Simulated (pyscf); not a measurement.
Single points on ωB97X-D3(BJ)/def2-SVP structures (PySCF, gas phase).

Problem. How much does it cost (ΔH, 298 K, ωB97M-D3(BJ)/def2-TZVP) to split `[CH3][Ge]([CH3])([CH3])[OH]` at its Ge–O bond into H₃C–Ge•(CH₃)–CH₃ + OH•?

Solution. Ge–O to H₃C–Ge•(CH₃)–CH₃ + OH•: 106.7 kcal/mol. The 7 functionals that were run give +103.6 (B3LYP-D3(BJ)) to +109.0 kcal/mol (M06-2X). Other isomers of H₃C–Ge•(CH₃)–CH₃ were not searched in full and may lie lower. Left out: the spin-orbit lowering of OH. Elements up to Kr have no core potential and no relativistic terms here.
